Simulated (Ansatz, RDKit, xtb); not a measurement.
# C4H7FO: ranking a sample of isomers, part 1 of 2

Which of a sample of isomers of C4H7FO is the most stable in the gas at 298.15 K, and what are its properties? The sample is small against all isomers, and the most stable one of this formula need not be in it.

The funnel: GFN2-xTB relaxations, single points with a density functional, relaxations at B3LYP-D3(BJ)/def2-SVP, harmonic vibrations (at GFN2-xTB), and a last energy at a higher level. All values are calculated.

## Step 1: Candidates

Isomers were taken from a list of plausible structures; this is a sample, not all of them. That gives 4 candidates.

| label | SMILES | spin |
| --- | --- | --- |
| c021 | C=C(O)[C@@H](C)F | singlet |
| c240 | C/C(O)=C(\C)F | singlet |
| c321 | C/C(O)=C(/C)F | singlet |
| c826 | CC(=O)[C@@H](C)F | singlet |

Candidates are built by distance geometry, with a force field where one applies, in up to four conformers (letters a to d).

## Step 2: Search with GFN2-xTB

All 7 starts are relaxed the same way. One of them, c021c (taken from a list of tautomers, embedded by distance geometry and MMFF94), in full:

The input, start.xyz:

```xyz
13
c021c
C      0.724101     0.304811     1.901796
C     -0.338425     0.897824     1.340542
C     -0.398471     1.364084    -0.123377
C      0.943720     1.415956    -0.865564
F     -1.195320     0.455608    -0.823684
O     -1.461321     1.211136     1.993780
H      0.694649     0.026810     2.976542
H      1.611065     0.035259     1.399358
H     -1.398022     0.818450     2.970151
H     -0.889099     2.310104    -0.213535
H      0.763025     1.791210    -1.891154
H      1.640167     2.048856    -0.388125
H      1.378497     0.381907    -0.976989
```

The run is started by

```sh
xtb start.xyz --gfn 2 --opt
```

Log, cut to the lines that bear on the results:

```text
* xtb version 6.7.1
[...]
          :  # basis functions                  31          :
[...]
          :  # electrons                        36          :
[...]
          :  Hamiltonian                  GFN2-xTB          :
[...]
          :  net charge                          0          :
          :  unpaired electrons                  0          :
[...]
   *** convergence criteria satisfied after 10 iterations ***
[...]
   *** GEOMETRY OPTIMIZATION CONVERGED AFTER 40 ITERATIONS ***
[...]
   *** convergence criteria satisfied after 3 iterations ***
[...]
         ::                     SUMMARY                     ::
         :::::::::::::::::::::::::::::::::::::::::::::::::::::
         :: total energy             -20.907176725925 Eh    ::
         :: gradient norm              0.000847670454 Eh/a0 ::
         :: HOMO-LUMO gap              5.228641610242 eV    ::
         ::.................................................::
         :: SCC energy               -21.127197046175 Eh    ::
         :: -> isotropic ES            0.036244927415 Eh    ::
         :: -> anisotropic ES          0.001853970791 Eh    ::
         :: -> anisotropic XC          0.000823571112 Eh    ::
         :: -> dispersion             -0.006730290147 Eh    ::
         :: repulsion energy           0.220020320250 Eh    ::
         :: add. restraining           0.000000000000 Eh    ::
         :: total charge              -0.000000000000 e     ::
         :::::::::::::::::::::::::::::::::::::::::::::::::::::
[...]
        18        2.0000           -0.3931735             -10.6988 (HOMO)
        19                         -0.2010245              -5.4702 (LUMO)
[...]
     #   Z          covCN         q      C6AA      α(0)
     1   6 C        2.837    -0.142    31.648     9.219
     2   6 C        2.815     0.131    25.119     8.212
     3   6 C        3.662     0.144    18.512     6.173
     4   6 C        3.755    -0.115    22.761     6.803
     5   9 F        0.785    -0.258    11.851     4.066
     6   8 O        1.660    -0.399    20.837     6.162
     7   1 H        0.926     0.036     2.501     2.473
     8   1 H        0.926     0.061     2.189     2.314
     9   1 H        0.805     0.306     0.704     1.318
    10   1 H        0.923     0.060     2.195     2.317
    11   1 H        0.925     0.059     2.209     2.324
    12   1 H        0.925     0.059     2.207     2.323
    13   1 H        0.925     0.059     2.216     2.328
[...]
     #   Z sym  total        # sym  WBO       # sym  WBO       # sym  WBO
 ---------------------------------------------------------------------------
     1   6 C    3.976 --     2 C    1.855     8 H    0.974     7 H    0.972
                             6 O    0.125
     2   6 C    3.936 --     1 C    1.855     6 O    1.064     3 C    0.980
     3   6 C    3.903 --     4 C    0.993     2 C    0.980    10 H    0.954
                             5 F    0.927
     4   6 C    3.991 --     3 C    0.993    13 H    0.985    12 H    0.983
                            11 H    0.983
     5   9 F    0.998 --     3 C    0.927
     6   8 O    2.111 --     2 C    1.064     9 H    0.885     1 C    0.125
     7   1 H    0.998 --     1 C    0.972
     8   1 H    0.996 --     1 C    0.974
     9   1 H    0.906 --     6 O    0.885
    10   1 H    0.996 --     3 C    0.954
[...]
molecular dipole:
                 x           y           z       tot (Debye)
 q only:        0.210       0.564       0.522
   full:        0.209       0.585       0.734       2.446
molecular quadrupole (traceless):
[...]
          | TOTAL ENERGY              -20.907176725925 Eh   |
          | GRADIENT NORM               0.000847670454 Eh/α |
          | HOMO-LUMO GAP               5.228641610242 eV   |
           -------------------------------------------------
[...]
```

Run time: 0.22 s. Hardware: 2 threads of Intel Xeon at 2.70GHz, shared host.

## Step 3: The minima found

7 of the 7 relaxations converged. 7 distinct structures remain:

| label | start | SMILES after | spin | energy (kcal/mol) |
| --- | --- | --- | --- | --- |
| c826a | drawn | CC(=O)[C@@H](C)F | singlet | 0.0 |
| c826b | drawn | CC(=O)[C@@H](C)F | singlet | 3.7 |
| c321a | drawn | C/C(O)=C(/C)F | singlet | 5.3 |
| c021c | drawn | C=C(O)[C@@H](C)F | singlet | 8.6 |
| c240a | drawn | C/C(O)=C(\C)F | singlet | 9.3 |
| c021a | drawn | C=C(O)[C@@H](C)F | singlet | 10.2 |
| c021b | drawn | C=C(O)[C@@H](C)F | singlet | 11.9 |

## Step 4: Screening with a density functional

A choice of the minima (the low ones first, few conformers of a pattern, up to a cap) and the lowest that fell apart get a single point at r2SCAN-D4/def2-SVP on the tight-binding geometry, and one at HF/STO-3G for comparison. Some singlets are also tried as triplets at the same geometry (label ending in t). Within 40 kcal/mol but not screened, among others: c021b. The first, c826a:

The input, input.yaml:

```yaml
crystal:
  periodic: [false, false, false]
  atoms:
    - {symbol: C, position_ang: [-2.201892, 0.864267, -1.894010]}
    - {symbol: C, position_ang: [-0.991084, 0.009138, -1.680811]}
    - {symbol: C, position_ang: [0.303643, 0.538336, -2.299569]}
    - {symbol: C, position_ang: [0.769098, -0.378340, -3.424953]}
    - {symbol: F, position_ang: [0.124133, 1.817148, -2.788177]}
    - {symbol: O, position_ang: [-0.993158, -1.037843, -1.086959]}
    - {symbol: H, position_ang: [-2.359736, 1.006793, -2.961806]}
    - {symbol: H, position_ang: [-2.030746, 1.847403, -1.458783]}
    - {symbol: H, position_ang: [-3.074589, 0.401025, -1.442976]}
    - {symbol: H, position_ang: [1.070961, 0.611493, -1.517660]}
    - {symbol: H, position_ang: [0.029199, -0.390944, -4.222415]}
    - {symbol: H, position_ang: [0.893241, -1.384284, -3.035023]}
    - {symbol: H, position_ang: [1.714390, -0.024095, -3.828148]}
basis:
  gaussian: {orbitals: def2-SVP}
scf: {lower_state_search: off}
hamiltonian: {xc: {name: r2SCAN}, dispersion: d4}
output: {orbitals: {seedname: orbitals}}
```

The run is started by

```sh
ansatz run input.yaml --threads 2 --pin off --max-ram 5220MiB --events-out events.jsonl --progress --plain --runs-dir runs
```

Log, cut to the lines that bear on the results:

```text
Warning: RAYON_NUM_THREADS=2 ignored (pool sized by the plan → 2); use --threads N
Functional definition: r2SCAN
  name "r2SCAN"
[...]
1329 factors; their error is unknown
[...]
mean field -9014.43867446 eV, -331.2745110806 hartree, gradient 3.8e-6 eV, S^2 0.000000; 0 other end points of the search recorded, 0 dependent functions left out
reference -9014.43868367 eV, -331.2745114189 hartree; 24, 24 occupied and 95, 95 virtual orbitals, 1329 factors
Total energy: -9014.50016976 eV, -331.2767709909 hartree
Checks for a lower state left out: stability, starts, cluster_reference, orbital_swaps, neighbouring_geometries, increment
```

Run time: 1.6 s. Hardware: 2 threads of Intel Xeon at 2.70GHz, shared host; peak memory 0.15 GiB.

Relative energies in kcal/mol, each column from its lowest structure that stays in one piece:

| label | SMILES | spin | GFN2-xTB | HF/STO-3G | r2SCAN-D4/def2-SVP |
| --- | --- | --- | --- | --- | --- |
| c826a | CC(=O)[C@@H](C)F | singlet | 0.0 | 0.0 | 0.0 |
| c826b | CC(=O)[C@@H](C)F | singlet | 3.7 | 1.1 | 4.2 |
| c321a | C/C(O)=C(/C)F | singlet | 5.3 | 12.7 | 12.8 |
| c021c | C=C(O)[C@@H](C)F | singlet | 8.6 | 18.9 | 13.6 |
| c021a | C=C(O)[C@@H](C)F | singlet | 10.2 | 20.3 | 14.0 |
| c240a | C/C(O)=C(\C)F | singlet | 9.3 | 16.3 | 16.4 |
| c826at | CC(=O)[C@@H](C)F | triplet | – | – | 85.2 |
| c321at | C/C(O)=C(/C)F | triplet | – | – | 106.0 |

## Step 5: Refinement at B3LYP-D3(BJ)/def2-SVP

4 candidates are relaxed at B3LYP-D3(BJ)/def2-SVP (chosen among the lowest in one piece, one conformer a pattern). The first, c826a:

input.yaml: that of step 4 with these lines changed.

```diff
@@ -17,5 +17,11 @@
 basis:
-  gaussian: {orbitals: def2-SVP}
-scf: {lower_state_search: off}
-hamiltonian: {xc: {name: r2SCAN}, dispersion: d4}
-output: {orbitals: {seedname: orbitals}}
+  gaussian:
+    orbitals: def2-SVP
+total_charge: 0
+hamiltonian:
+  xc: {name: B3LYP}
+  dispersion: d3bj
+scf:
+  lower_state_search: "off"
+relax:
+  f_tol: 0.006
```

The run is started by

```sh
ansatz run input.yaml --threads 2 --pin off --max-ram 5220MiB --events-out events.jsonl --progress --plain --runs-dir runs
```

Log, cut to the lines that bear on the results:

```text
Warning: RAYON_NUM_THREADS=2 ignored (pool sized by the plan → 2); use --threads N
[...]
Functional definition: B3LYP
  name "B3LYP"
[...]
1331 factors; integrals over basis functions are off by at most 2.9e-4 eV
[...]
mean field -9019.34836739 eV, -331.4549389675 hartree, gradient 2.0e-6 eV, S^2 0.000000; 0 other end points of the search recorded, 0 dependent functions left out
[...]
reference -9019.34859574 eV, -331.4549473593 hartree; 24, 24 occupied and 95, 95 virtual orbitals, 1331 factors
relax step   1: F+E_penalty+E_count = -9019.76932527 eV  Δ(F+E_penalty+E_count) = +0.000e0 eV  max|allowed force component| = 4.755e-1 eV/Å  Δτ_max = 0.0000 Å  (16 SCF iters, accepted)
[...]
relax step   4: F+E_penalty+E_count = -9019.80221953 eV  Δ(F+E_penalty+E_count) = -1.485e-3 eV  max|allowed force component| = 3.756e-2 eV/Å  Δτ_max = 0.0121 Å  (20 SCF iters, accepted)
[...]
Atom 4 at     0.039599     1.779340    -2.970132 Å, force    -0.000035     0.004141    -0.001528 eV/Å
Atom 5 at    -1.053971    -1.118156    -1.312669 Å, force     0.000161     0.004055    -0.002912 eV/Å
Atom 6 at    -2.479264     1.182982    -2.846527 Å, force    -0.000268    -0.000376    -0.000697 eV/Å
Atom 7 at    -1.997376     1.861700    -1.295261 Å, force    -0.000776    -0.000783    -0.001821 eV/Å
Atom 8 at    -3.086660     0.419748    -1.325704 Å, force     0.000539    -0.000016    -0.000890 eV/Å
Atom 9 at     0.965468     0.690660    -1.544999 Å, force    -0.000229     0.000456    -0.000472 eV/Å
Atom 10 at     0.182007    -0.528713    -4.263877 Å, force     0.000006    -0.000323     0.000068 eV/Å
Atom 11 at     1.000529    -1.400137    -2.935985 Å, force     0.000192    -0.000357    -0.000044 eV/Å
Atom 12 at     1.828925    -0.040415    -3.765201 Å, force     0.000281     0.000089     0.000017 eV/Å
Dipole moment:     0.063013     0.189701    -0.102688 e Å
Checks for a lower state left out: stability, starts, cluster_reference, orbital_swaps, neighbouring_geometries, increment
```

Wall time 32 s (2 threads of Intel Xeon at 2.70GHz, shared host); peak memory 0.26 GiB.

Energy change by step (eV): 0.0000, -0.0293, -0.0314, -0.0329, -0.0335, -0.0344, -0.0351, -0.0355, -0.0358, -0.0361, -0.0361, -0.0360, -0.0361.

After the run. Bond lengths: C1–C2 1.508 Å, C2–C3 1.534 Å, C3–C4 1.517 Å, C3–F5 1.390 Å, C2–O6 1.210 Å, C1–H7 1.102 Å, C1–H8 1.102 Å, C1–H9 1.097 Å, C3–H10 1.106 Å, C4–H11 1.101 Å, C4–H12 1.099 Å, C4–H13 1.099 Å. Some angles: C1–C2–C3 116.9°, C1–C2–O6 123.8°, C3–C2–O6 119.3°, C2–C3–C4 112.1°, C2–C3–F5 110.1°, C4–C3–F5 110.1°, C2–C1–H7 109.9°, C2–C1–H8 110.2°, C2–C1–H9 109.6°, C2–C3–H10 106.7°.

## Step 6: Ranking at B3LYP-D3(BJ)/def2-SVP

| label | spin | r2SCAN-D4/def2-SVP (kcal/mol) | B3LYP-D3(BJ)/def2-SVP, relaxed (kcal/mol) | time |
| --- | --- | --- | --- | --- |
| c826a | singlet | 0.0 | 0.0 | 32 s |
| c321a | singlet | 12.8 | 13.1 | 47 s |
| c021c | singlet | 13.6 | 13.1 | 26 s |
| c240a | singlet | 16.4 | 16.2 | 30 s |

c826a: Bond lengths: C1–C2 1.508 Å, C2–C3 1.534 Å, C3–C4 1.517 Å, C3–F5 1.390 Å, C2–O6 1.210 Å, C1–H7 1.102 Å, C1–H8 1.102 Å, C1–H9 1.097 Å, C3–H10 1.106 Å, C4–H11 1.101 Å, C4–H12 1.099 Å, C4–H13 1.099 Å. Some angles: C1–C2–C3 116.9°, C1–C2–O6 123.8°, C3–C2–O6 119.3°, C2–C3–C4 112.1°, C2–C3–F5 110.1°, C4–C3–F5 110.1°, C2–C1–H7 109.9°, C2–C1–H8 110.2°, C2–C1–H9 109.6°, C2–C3–H10 106.7°.

c321a: Bond lengths: C1–C2 1.496 Å, C2–C3 1.342 Å, C3–C4 1.486 Å, C3–F5 1.359 Å, C2–O6 1.376 Å, C1–H7 1.097 Å, C1–H8 1.104 Å, C1–H9 1.106 Å, O6–H10 0.966 Å, C4–H11 1.104 Å, C4–H12 1.104 Å, C4–H13 1.097 Å. Some angles: C1–C2–C3 124.3°, C1–C2–O6 117.2°, C3–C2–O6 118.5°, C2–C3–C4 127.6°, C2–C3–F5 118.4°, C4–C3–F5 113.9°, C2–C1–H7 111.0°, C2–C1–H8 110.7°, C2–C1–H9 110.8°, C3–C4–H11 110.6°.

c021c: Bond lengths: C1–C2 1.337 Å, C2–C3 1.511 Å, C3–C4 1.520 Å, C3–F5 1.384 Å, C2–O6 1.361 Å, C1–H7 1.094 Å, C1–H8 1.088 Å, O6–H9 0.967 Å, C3–H10 1.106 Å, C4–H11 1.100 Å, C4–H12 1.099 Å, C4–H13 1.101 Å. Some angles: C1–C2–C3 124.2°, C1–C2–O6 125.9°, C3–C2–O6 109.9°, C2–C3–C4 112.6°, C2–C3–F5 109.6°, C4–C3–F5 109.2°, C2–C1–H7 121.5°, C2–C1–H8 119.7°, C2–C3–H10 107.8°, C4–C3–H10 109.8°.

c240a: Bond lengths: C1–C2 1.498 Å, C2–C3 1.344 Å, C3–C4 1.490 Å, C3–F5 1.354 Å, C2–O6 1.371 Å, C1–H7 1.105 Å, C1–H8 1.096 Å, C1–H9 1.105 Å, O6–H10 0.964 Å, C4–H11 1.104 Å, C4–H12 1.104 Å, C4–H13 1.097 Å. Some angles: C1–C2–C3 125.5°, C1–C2–O6 116.2°, C3–C2–O6 118.3°, C2–C3–C4 129.7°, C2–C3–F5 117.9°, C4–C3–F5 112.4°, C2–C1–H7 110.5°, C2–C1–H8 112.9°, C2–C1–H9 110.5°, C3–C4–H11 110.4°.

## Step 7: Vibrations and thermal terms

The lowest few go on as finalists. In this search the thermal terms come from GFN2-xTB at its own nearest minimum. The first, c826a:

The input, start.xyz:

```xyz
13
c826a
C     -2.233515     0.914606    -1.806556
C     -1.037563    -0.003405    -1.782895
C      0.264498     0.537948    -2.387168
C      0.860782    -0.416062    -3.404317
F      0.039599     1.779340    -2.970132
O     -1.053971    -1.118156    -1.312669
H     -2.479264     1.182982    -2.846527
H     -1.997376     1.861700    -1.295261
H     -3.086660     0.419748    -1.325704
H      0.965468     0.690660    -1.544999
H      0.182007    -0.528713    -4.263877
H      1.000529    -1.400137    -2.935985
H      1.828925    -0.040415    -3.765201
```

The run is started by

```sh
xtb start.xyz --gfn 2 --ohess tight
```

Log, cut to the lines that bear on the results:

```text
* xtb version 6.7.1
[...]
          :  # basis functions                  31          :
[...]
          :  # electrons                        36          :
[...]
          :  Hamiltonian                  GFN2-xTB          :
[...]
          :  net charge                          0          :
          :  unpaired electrons                  0          :
[...]
   *** convergence criteria satisfied after 10 iterations ***
[...]
   *** GEOMETRY OPTIMIZATION CONVERGED AFTER 22 ITERATIONS ***
[...]
   *** convergence criteria satisfied after 3 iterations ***
[...]
         ::                     SUMMARY                     ::
         :::::::::::::::::::::::::::::::::::::::::::::::::::::
         :: total energy             -20.920883649715 Eh    ::
         :: gradient norm              0.000076620571 Eh/a0 ::
         :: HOMO-LUMO gap              3.888936710985 eV    ::
         ::.................................................::
         :: SCC energy               -21.130038302197 Eh    ::
         :: -> isotropic ES            0.039043104810 Eh    ::
         :: -> anisotropic ES          0.001695289814 Eh    ::
         :: -> anisotropic XC          0.001516972642 Eh    ::
         :: -> dispersion             -0.006532395754 Eh    ::
         :: repulsion energy           0.209154652482 Eh    ::
         :: add. restraining           0.000000000000 Eh    ::
         :: total charge               0.000000000000 e     ::
         :::::::::::::::::::::::::::::::::::::::::::::::::::::
[...]
        18        2.0000           -0.4095357             -11.1440 (HOMO)
        19                         -0.2666199              -7.2551 (LUMO)
[...]
molecular dipole:
                 x           y           z       tot (Debye)
 q only:       -0.019       0.167      -0.364
   full:        0.033       0.258      -0.382       1.174
molecular quadrupole (traceless):
[...]
          | TOTAL ENERGY              -20.920883649715 Eh   |
          | TOTAL ENTHALPY            -20.810318672207 Eh   |
          | TOTAL FREE ENERGY         -20.849583476194 Eh   |
          | GRADIENT NORM               0.000076627951 Eh/α |
[...]
```

It took 0.29 s on 2 threads of Intel Xeon at 2.70GHz, shared host.

## Step 8: Thermal terms of the finalists

As xtb prints them, at 298.15 K, with its own treatment of low modes:

| label | SMILES | spin | lowest mode (cm⁻¹) | zero-point (kcal/mol) | G − E (kcal/mol) |
| --- | --- | --- | --- | --- | --- |
| c826a | CC(=O)[C@@H](C)F | singlet | 34 | 64.2 | 44.7 |
| c321a | C/C(O)=C(/C)F | singlet | 107 | 63.9 | 44.3 |
| c021c | C=C(O)[C@@H](C)F | singlet | 44 | 64.4 | 45.2 |
| c240a | C/C(O)=C(\C)F | singlet | 42i | 63.7 | 44.4 |

c240a keeps an imaginary mode, a small one that points to a nearly free motion; the harmonic terms are rough for it.

## Step 9: Last filter: a higher level

Each finalist gets a single point at CCSD(T)/def2-SVP + MP2/def2-TZVPP - MP2/def2-SVP.

c826a, CCSD(T)/def2-SVP:

The input, input.yaml:

```yaml
crystal:
  periodic: [false, false, false]
  atoms:
    - symbol: C
      position_ang: [-2.233515, 0.914606, -1.806556]
    - symbol: C
      position_ang: [-1.037563, -0.003405, -1.782895]
    - symbol: C
      position_ang: [0.264498, 0.537948, -2.387168]
    - symbol: C
      position_ang: [0.860782, -0.416062, -3.404317]
    - symbol: F
      position_ang: [0.039599, 1.779340, -2.970132]
    - symbol: O
      position_ang: [-1.053971, -1.118156, -1.312669]
    - symbol: H
      position_ang: [-2.479264, 1.182982, -2.846527]
    - symbol: H
      position_ang: [-1.997376, 1.861700, -1.295261]
    - symbol: H
      position_ang: [-3.086660, 0.419748, -1.325704]
    - symbol: H
      position_ang: [0.965468, 0.690660, -1.544999]
    - symbol: H
      position_ang: [0.182007, -0.528713, -4.263877]
    - symbol: H
      position_ang: [1.000529, -1.400137, -2.935985]
    - symbol: H
      position_ang: [1.828925, -0.040415, -3.765201]
basis:
  gaussian: {orbitals: def2-SVP}
correlation: {method: ccsd_t, frozen_orbitals: {F: 1, H: 0, C: 1, O: 1}}
```

The run is started by

```sh
ansatz run input.yaml --threads 2 --pin off --max-ram 5220MiB --events-out events.jsonl --progress --plain --runs-dir runs
```

Log, cut to the lines that bear on the results:

```text
Warning: RAYON_NUM_THREADS=2 ignored (pool sized by the plan → 2); use --threads N
Functional definition: HF
  name "HF"
[...]
1206 factors; integrals over basis functions are off by at most 1.1e-3 eV
[...]
mean field -8968.77210172 eV, -329.5962954862 hartree, gradient 2.0e-6 eV, S^2 0.000000; 0 other end points of the search recorded, 0 dependent functions left out
6 core orbitals not correlated: weight in the atoms' cores, before any rotation towards them, 1.000 or more for the frozen orbitals, at most 0.000 for the correlated occupied ones
reference -8968.77210172 eV, -329.5962954862 hartree; 18, 18 occupied and 95, 95 virtual orbitals, 1206 factors
second order -24.91544963 eV of doubles, -0.00000000 eV of singles
cycle   1  -25.48647353 eV  change   -5.7e-1 eV  update   1.2e-1
[...]
cycle   9  -26.29613098 eV  change   -3.6e-5 eV  update   2.6e-5
perturbative correction -0.75606958 eV, -0.0277850445 hartree
Total energy: -8995.82430228 eV, -330.5904455202 hartree
```

It took 17 s on 2 threads of Intel Xeon at 2.70GHz, shared host; peak memory 0.77 GiB.

(Continued in part 2 of 2.)
